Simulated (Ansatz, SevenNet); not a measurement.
For rock-salt LiCl, the machine-learned potential SevenNet-0 (trained on PBE and PBE+U data) gives:

```
Property                     Result
-------------------------  --------
elastic constant C11       66.4 GPa
elastic constant C44       25.4 GPa
polycrystal shear modulus  22.3 GPa
```

Problem. What does LC-ωPBE in Ansatz (PAW) give for the same quantities?

Solution. 
- elastic constant C11: 64.2 GPa (drops by 3.3 %)
- elastic constant C44: 28.2 GPa (increases by 11 %)
- Voigt–Reuss–Hill shear modulus: 25.1 GPa (rises by 13 %)

For comparison: elastic constant C11 58.6 GPa (measured, 4 K, zero-point motion not removed; as tabulated in Harker's crystal data pages); elastic constant C44 26.7 GPa (measured, 4 K, zero-point motion not removed; as tabulated in Harker's crystal data pages).

Changes are worked out from the printed values.

Unless a cell is named, each level is at its own relaxed cell (SevenNet-0 16.94, LC-ωPBE 16.40 Å³/atom).

Ansatz's density-functional and Hartree–Fock values are scalar-relativistic unless marked +SOC, with PAW data made under PBE.

Ansatz is a program for electronic structure.
